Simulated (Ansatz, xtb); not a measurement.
## C4H5NO: 3 structures ranked

3 gas-phase structures of C4H5NO, from a drawn sample of its isomers (lower ones may exist). Each was relaxed with GFN2-xTB:

A. `Cc1cnco1`, a singlet
B. `Cc1cocn1`, a singlet
C. `Cc1ncco1`, a singlet

Problem. Estimate their order in r2SCAN-D4/def2-SVP//GFN2-xTB energy at these geometries, lowest first.

Solution. Calculated order at r2SCAN-D4/def2-SVP//GFN2-xTB: C (0.0), A (1.2), B (2.0) kcal/mol. Less than 1 kcal/mol parts A and B, so the order within that pair means little.

Energies above the lowest of each column, in kcal/mol; the last columns are at r2SCAN-D4/def2-SVP geometries:

```tsv
structure	GFN2-xTB	HF/STO-3G	r2SCAN-D4/def2-SVP//GFN2-xTB	r2SCAN-D4/def2-SVP	CCSD(T)/def2-SVP + ΔMP2/def2-TZVPP
C	0.0	0.0	0.0	0.0	0.0
A	1.1	0.9	1.2	1.1	1.1
B	1.4	2.5	2.0	2.1	1.9
```

Every level run on C puts it lowest or level with the lowest. ΔMP2 is the change of the MP2 energy from the smaller to the larger basis.

Programs: Ansatz 0.2.0, xtb 6.7.1.
